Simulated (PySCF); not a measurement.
The chloromethyl radical, CH₂Cl (doublet state).
Atom-mapped SMILES: `[CH2:1][Cl:2]` (hydrogens: H3, H4 on C1)

Geometry (PBE0-D3(BJ)/def2-SVP, Å), atoms numbered from 1 in this order:
```
atom  x, y, z in Å
C1    -0.162    0.008   -0.008
Cl2    1.532   -0.049   -0.018
H3    -0.643    0.986    0.009
H4    -0.707   -0.935   -0.029
```

The calculation used UKS B3LYP, IGLO-III on C Cl, pcH-1 on H, non-relativistic, mean-field spin-orbit, GIAO (PySCF 2.14.0). Isolated species at its PBE0-D3(BJ)/def2-SVP geometry, gas phase.

(1) Where do the isotropic ENDOR lines of C1, H3/H4 and Cl2 fall at 333.0 mT, to first order?

(2) Which pairs are centred on the nuclear Larmor frequency, and which on half the coupling?

(3) At what field would the lower line of C1 fall to zero frequency?

Answers

(1) For S = 1/2 in fast tumbling each set of equivalent nuclei gives two lines, ν± = |νn ± a/2| to first order, with νn = g_N μN B/h and μN/h = 7.62259 MHz/T.

```
nuclei  isotope     g_N  νn (MHz)  a_iso (MHz)  lower line (MHz)  upper line (MHz)
    C1      13C  1.4048      3.57        94.86             43.86             51.00
 H3/H4       1H  5.5857     14.18       -66.42             19.03             47.39
   Cl2     35Cl  0.5479      1.39         6.52              1.87              4.65
```

The rows for 13C, of low natural abundance, apply to labelled samples.

(2) No pair is centred on νn. Centred on |a|/2 and split by 2νn: C1, H3/H4 and Cl2.

(3) Where νn = |a|/2, that is B = 47.43 MHz/(1.4048 × 7.62259 MHz/T) = 4430 mT, as far as first order holds there.

Main isotope only: 35Cl (natural samples also hold 24 % 37Cl, magnetic too, which adds its own pattern).

Time: 6.3 s of wall time. Hardware: one thread, x86-64 server, no GPU, shared host.
